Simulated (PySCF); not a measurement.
# PF (triplet): basis, grid and Hamiltonian

The method stays; parts of the set-up, such as the basis or the Hamiltonian, are changed.

Computed with PySCF 2.14.0. Level: each script names its method and basis.

1 further run of the same task is left out (it didn't finish).

### 1 The system as given

PF (triplet): 2 atoms, charge 0, spin multiplicity 3.

Bond lengths: P1–F2 1.596 Å.

### 2 The base run

The input, input.py:

```python
from pyscf import gto, scf
from pyscf.hessian import thermo

mol = gto.M(
    atom='P 0 0 0; F 0 0 1.596',
    basis='6-31g*',
    charge=0,
    spin=2,
    verbose=4,
)
mf = scf.UHF(mol)
mf.kernel()
hess = mf.Hessian().kernel()
print('wavenumber (cm^-1) =', thermo.harmonic_analysis(mol, hess)['freq_wavenumber'].round(1))
mf.dip_moment()
print('orbital energies (hartree):', [e[max(0, n-3):n+3].round(4) for e, n in zip(mf.mo_energy, mol.nelec)])
```

The run is started by

```bash
$ python input.py
```

The log of this run is left out.

It gives: E(SCF) = -440.141724 Eh, 11 cycles, ⟨S²⟩ = 2.025, μ = 1.30 D, wavenumbers 916 cm⁻¹.

The bond length is a typed value, not an optimised one, so the wavenumber is not that of the minimum. The triplet is typed in the script; nothing here shows that it is the ground state.

### 3 Cc-pvdz-dk (X2C on)

Variant 1 changes basis set: 6-31g* → cc-pvdz-dk; spin-free X2C: off → on.

The input, input.py:

```python
from pyscf import gto, scf
from pyscf.hessian import thermo

mol = gto.M(
    atom='P 0 0 0; F 0 0 1.596',
    basis='cc-pvdz-dk',
    charge=0,
    spin=2,
    verbose=4,
)
mf = scf.UHF(mol)
mf = mf.sfx2c1e()
mf.kernel()
hess = mf.Hessian().kernel()
print('wavenumber (cm^-1) =', thermo.harmonic_analysis(mol, hess)['freq_wavenumber'].round(1))
mf.dip_moment()
print('orbital energies (hartree):', [e[max(0, n-3):n+3].round(4) for e, n in zip(mf.mo_energy, mol.nelec)])
```

The run is started by

```bash
$ python input.py
```

### 4 Cc-pvdz

Variant 2 changes basis set: 6-31g* → cc-pvdz.

Edit input.py of step 2 so:

```diff
@@ -5,3 +5,3 @@
     atom='P 0 0 0; F 0 0 1.596',
-    basis='6-31g*',
+    basis='cc-pvdz',
     charge=0,
```

### 5 Ano-rcc-vdzp (X2C on)

Variant 3 changes basis set: 6-31g* → ano-rcc-vdzp; spin-free X2C: off → on.

Edit input.py of step 2 so:

```diff
@@ -5,3 +5,3 @@
     atom='P 0 0 0; F 0 0 1.596',
-    basis='6-31g*',
+    basis='ano-rcc-vdzp',
     charge=0,
@@ -11,2 +11,3 @@
 mf = scf.UHF(mol)
+mf = mf.sfx2c1e()
 mf.kernel()
```

### 6 Sbkjc (core potential on)

Variant 4 changes basis set: 6-31g* → sbkjc; core potential: off → on. The core potential changes with it: totals don't compare.

Edit input.py of step 2 so:

```diff
@@ -5,3 +5,4 @@
     atom='P 0 0 0; F 0 0 1.596',
-    basis='6-31g*',
+    basis='sbkjc',
+    ecp={'P': 'sbkjc', 'F': 'sbkjc'},
     charge=0,
```

What does the calculation give? Wanted: for each run, E(SCF); from base; gap, α spin; SCF dipole; after the SCF.

As calculated:

```tsv
run	E(SCF) (hartree)	from base (eV)	cycles	gap, α spin (eV)	SCF dipole (D)	functions	after the SCF
base	-440.141724	0	11	13.61	1.30	32	highest mode 916 cm⁻¹
cc-pvdz-dk (X2C on)	-441.064379	not comparable	11	13.98	1.41	32	highest mode 950 cm⁻¹
cc-pvdz	-440.163802	-0.6008	11	13.99	1.40	32	highest mode 951 cm⁻¹
ano-rcc-vdzp (X2C on)	-441.115595	not comparable	11	13.14	1.37	32	highest mode 909 cm⁻¹
sbkjc (core potential on)	-30.149472	not comparable	11	13.26	1.97	16	highest mode 1013 cm⁻¹
```

In words: cc-pvdz (32 functions) gives an energy 0.60 eV lower than 6-31g* (32). The dearest run is “ano-rcc-vdzp (X2C on)”, at 32 s against 3 s.
